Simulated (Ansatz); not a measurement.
Two isomers of C4H6O2: A = `O=CCC1CO1`, B = `C=C(C)C(=O)O`.

Calculated with Ansatz (gas phase, PBE0-D4/def2-TZVP geometries, no zero-point term in ΔE). CCSD(T)/CBS adds triple-zeta CCSD(T) − MP2 to the extrapolated MP2 energy (def2 sets, frozen cores). DFT in def2-TZVPP. B3LYP here is the variant with VWN-RPA as its local correlation; programs differ in this. One conformer a species, not always the lowest.

Problem. Which isomer does CCSD(T)/CBS put lower? Give the gap. (An estimate is asked.)

Solution. Ansatz gave: B, by 168.1 kJ/mol.

Problem. Give E(B) − E(A) in kJ/mol with CCSD/def2-TZVPP, PBE-D4, B3LYP, HF/def2-TZVPP, r2SCAN-D4, BLYP-D4, B2PLYP. (Best estimate.)

Solution. Ansatz gave: CCSD/def2-TZVPP -162.7, PBE-D4 -162.4, B3LYP -171.1, HF/def2-TZVPP -171.5, r2SCAN-D4 -170.3, BLYP-D4 -176.0, B2PLYP -170.7. None reverses the order clearly.

Problem. Does the order hold for the free energy at 298.15 K (harmonic terms from PBE0-D4)? (An estimate is asked.)

Solution. Ansatz gave: Yes: G(B) − G(A) = -166.1 kJ/mol, for one conformer each.

Largest T1 diagnostic: 0.014.

Leaving LDA and LC-ωPBE aside and taking each functional with its dispersion term where it has one, the values, not all of them listed here, spread over 22.4 kJ/mol, from BLYP-D4 to ωB97X-V. LDA lies −8.5 kJ/mol from PBE without D4. In def2-TZVPP, CCSD(T) changes the Hartree–Fock value by +5.7 kJ/mol (the triples alone add −3.1 kJ/mol) and MP2 by +5.6 kJ/mol.
